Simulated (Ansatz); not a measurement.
hydrogen sulfide cation (H2S), SMILES S (connectivity only; charge and spin as stated), charge +1, multiplicity 2.

Coordinates come from a PBE0-D3(BJ)/def2-TZVPD optimisation. The spin state was assumed, not searched.

Two levels are set side by side: PBE/def2-TZVPD (Ansatz, a quantum-chemistry and plane-wave program) and ωB97X-V/def2-TZVPD (Ansatz). Energy differences of separate SCF runs at the same geometry; the states with an electron removed or added have multiplicity 1 and 1. Differences are taken from unrounded values.

```json
[
 {"quantity": "vertical ionisation energy (eV)", "ωB97X-V": "21.36"},
 {"quantity": "vertical electron affinity (eV)", "ωB97X-V": "10.40"}
]
```

Question: What does PBE give, and how far is it from ωB97X-V? (An estimate is asked for; the answer gives what the named calculation found.)

Answer: 
```json
[
 {"quantity": "vertical ionisation energy (eV)", "PBE": "21.53", "PBE minus ωB97X-V": "0.17"},
 {"quantity": "vertical electron affinity (eV)", "PBE": "10.36", "PBE minus ωB97X-V": "-0.04"}
]
```

Here PBE gives about what the other level gives.
